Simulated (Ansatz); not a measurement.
Species: CH₄N, charge 0, doublet. CH4N (SMILES [CH2]N, doublet).
B3LYP-D3(BJ)/def2-TZVP minimum from Ansatz (an electronic-structure program):
```
C
H 1 1.0803
H 1 1.0803 2 118.78
N 1 1.3914 2 116.76 3 148.46
H 4 1.0089 1 115.75 2 172.11
H 4 1.0089 5 111.58 1 135.19
```
Charge 0, spin multiplicity 2.

Total energies in cc-pVDZ, 13 correlated electrons, 2 frozen orbitals. Open shells are spin-unrestricted; no spin-orbit coupling. Cores are frozen in correlated methods. No relativity.

| method | program | energy (Eh) | minus CCSDT(Q) (mEh) |
|---|---|---|---|
| HF | Ansatz | -94.59932 | 334.21 |
| MP2 | Ansatz | -94.89537 | 38.15 |
| CCSD | Ansatz | -94.92452 | 9.00 |
| CCSD(T) | Ansatz | -94.93237 | 1.15 |
| CCSDT(Q) | Ansatz | -94.93353 | 0.00 |

Rough core times of Ansatz's runs on a shared machine: CCSD(T) under 20 s, CCSDT(Q) 90 s.
